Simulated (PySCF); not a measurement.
# Neon: a sound run and one with changed settings

Sound run: Ne [Ne], Ne⁺ [He] 2s2 2p5. Calculation: PySCF 2.14, in cc-pVDZ-DK; the spin-free X2C one-electron Hamiltonian (Gaussian nucleus). In the sound run the correlated levels freeze 1s2. The sound run starts from symmetry-adapted Hartree-Fock orbitals and uses a fine grid where one is needed.

A second run was set up differently.

| species | method | sound run (hartree) | changed run (hartree) | converged |
| --- | --- | --- | --- | --- |
| Ne | MP2 | -128.81092 | -128.76542 | yes |
| Ne | CCSD(T) | -128.81544 | -128.76923 | yes |
| Ne⁺ | MP2 | -128.03717 | -127.98976 | yes |
| Ne⁺ | CCSD(T) | -128.04846 | -127.99639 | yes |

Ionisation energy of Ne:

```
 method  sound run (eV)  changed run (eV)
    UHF          19.646            19.646
    MP2          21.055            21.107
SCS-MP2          20.931            21.026
   CCSD          20.870            21.023
CCSD(T)          20.870            21.030
```

Question: What was changed?
A. a valence shell is frozen
B. basis contracted for another Hamiltonian
C. too few SCF iterations
D. minimal basis

Answer: A. Freezing a valence shell removes pair correlation that changes on ionisation.
